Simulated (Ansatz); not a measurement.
A made-up structure of C2H3Si, doublet:

C1  (-0.585, -0.540, -0.233)
C2  (0.314, 0.336, -0.690)
Si3  (0.783, -0.315, 0.935)
H4  (-1.520, -0.947, -0.599)
H5  (0.416, 0.940, -1.584)
H6  (-1.228, -1.176, 0.320)
(Å)

It is relaxed with PBE-D4/def2-SVP and then PBE0-D4/def2-TZVP (Ansatz 0.2.0). Atoms count as bonded within 1.22 times the sum of their covalent radii (H–H: 0.88 Å). The end point is not checked to be a true minimum.

Task: Does its bonding change? (Judge from chemistry; the calculation decides.)

Result: The calculation gives: Yes. Formed: none; broken: C1–Si3.

Where it ends: The first stage lowers the energy by 3.75 eV in 12 steps. It ends as C₂H₃Si ([CH2][CH][Si]):
```csv
atom,x (Å),y (Å),z (Å)
C1,-0.9281,-0.6039,-0.3546
C2,0.1577,0.1915,-0.4412
Si3,1.3204,-0.0152,0.9712
H4,-1.5376,-0.8688,-1.2161
H5,0.3935,0.6461,-1.4023
H6,-1.2253,-1.0521,0.5923
```

Labels in which every atom is bracketed show which atoms are joined, not bond orders.

For scale, one of the runs: PBE0-D4/def2-TZVP relaxation, 117 basis functions, launched by `ansatz run in.yaml --threads 2 --pin off --events-out ev --progress --plain --max-ram 4352MiB`. The run took about 40 s on 2 CPU threads of an Arm Neoverse V1 (shared host).
